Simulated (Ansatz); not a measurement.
# C₂H₂O₂: ionisation energy by level of theory

The task here is to estimate one member of a computed series from the others.

The runs use Ansatz 0.2.0, Gaussian basis; unrestricted cation, the program's frozen cores in correlated methods.

The runs, in order: UKS PBE-D4/def2-TZVPP; UKS r2SCAN-D4/def2-TZVPP; UKS PBE0-D4/def2-TZVPP; UKS B3LYP-D4/def2-TZVPP; UKS wB97X-V/def2-TZVPP; UKS wB97M-V/def2-TZVPP; UKS B2PLYP/def2-TZVPP; UHF-CCSD(T)/def2-TZVPP; UHF-MP2/def2-QZVPP; extrapolation to the limit; then −ε(HOMO) from the neutral's earlier runs with LDA (SPW92), PBE-D4, revPBE-D4, BLYP-D4, r2SCAN-D4, B97M-V, PBE0-D4, B3LYP-D4, r2SCANh-D4, r2SCAN0-D4, HSE06-D4, BHLYP-D4, CAM-B3LYP-D4, LC-ωPBE, ωB97X-V, ωB97M-V.

## The relaxed structure

All runs share one geometry, relaxed beforehand with PBE0-D4 in a triple-zeta def2 set.

SMILES `O=CC=O`, 6 atoms, charge 0, spin multiplicity 1.

Atoms are counted from 1 here; the program's logs count them from 0.

Bond lengths: O1–C2 1.197 Å, C2–C3 1.519 Å, C2–H5 1.108 Å, C3–O4 1.197 Å, C3–H6 1.108 Å. Angles: O1–C2–C3 121.5°, O1–C2–H5 123.7°, C3–C2–H5 114.8°, C2–C3–O4 121.5°, C2–C3–H6 114.8°, O4–C3–H6 123.7°.

As a file:

| atom | x (Å) | y (Å) | z (Å) |
| --- | --- | --- | --- |
| O1 | 1.1441 | -0.3046 | -1.2650 |
| C2 | 0.5303 | 0.3196 | -0.4481 |
| C3 | -0.5164 | -0.3408 | 0.4325 |
| O4 | -1.1300 | 0.2832 | 1.2497 |
| H5 | 0.6709 | 1.4041 | -0.2697 |
| H6 | -0.6568 | -1.4255 | 0.2543 |

Set-up of the first run:

Input file in.yaml:

```yaml
crystal:
  periodic: [false, false, false]
  atoms:
    - {symbol: O, position_ang: [1.144118, -0.304607, -1.265017]}
    - {symbol: C, position_ang: [0.530268, 0.319550, -0.448055]}
    - {symbol: C, position_ang: [-0.516420, -0.340832, 0.432481]}
    - {symbol: O, position_ang: [-1.130045, 0.283232, 1.249680]}
    - {symbol: H, position_ang: [0.670863, 1.404139, -0.269727]}
    - {symbol: H, position_ang: [-0.656785, -1.425483, 0.254337]}
basis:
  gaussian: {orbitals: def2-TZVPP}
total_charge: 1
magnetization: {spin_polarized: true, initial_magnetization: 1}
hamiltonian: {xc: pbe, dispersion: d4}
```

The run is started by

```sh
$ ansatz run in.yaml --threads 4 --pin off --events-out ev --progress --plain --max-ram 10444MiB
```

Steps of the session up to this table: Cation, UKS PBE-D4/def2-TZVPP; Cation, UKS r2SCAN-D4/def2-TZVPP; Cation, UKS PBE0-D4/def2-TZVPP; Cation, UKS B3LYP-D4/def2-TZVPP; Cation, UKS wB97X-V/def2-TZVPP; Cation, UKS wB97M-V/def2-TZVPP; Cation, UKS B2PLYP (frozen core)/def2-TZVPP; Cation, UHF-CCSD(T)/def2-TZVPP; Cation, UHF-MP2/def2-QZVPP.

One of the session's tables, all rows but one given; the rest of the session is left out.

It belongs to the step «Ionisation energies side by side». For comparison, −ε(HOMO) of the neutral from earlier runs:

| functional | −ε(HOMO) (eV) |
| --- | --- |
| LDA (SPW92) | 6.39 |
| PBE-D4 | 6.24 |
| revPBE-D4 | 6.17 |
| BLYP-D4 | 6.20 |
| r2SCAN-D4 | 6.55 |
| B97M-V | 6.72 |
| PBE0-D4 | 7.84 |
| B3LYP-D4 | 7.65 |
| r2SCANh-D4 | 7.15 |
| r2SCAN0-D4 | 8.06 |
| HSE06-D4 | 7.43 |
| BHLYP-D4 | 9.46 |
| CAM-B3LYP-D4 | 9.34 |
| LC-ωPBE | 10.59 |
| ωB97X-V | 10.29 |
| ωB97M-V | ? |

Q: Estimate the row for ωB97M-V from the others.

**Answer.** −ε(HOMO) (eV): 10.22. In the column «−ε(HOMO) (eV)» it lies between BHLYP-D4 (9.46) and ωB97X-V (10.29).
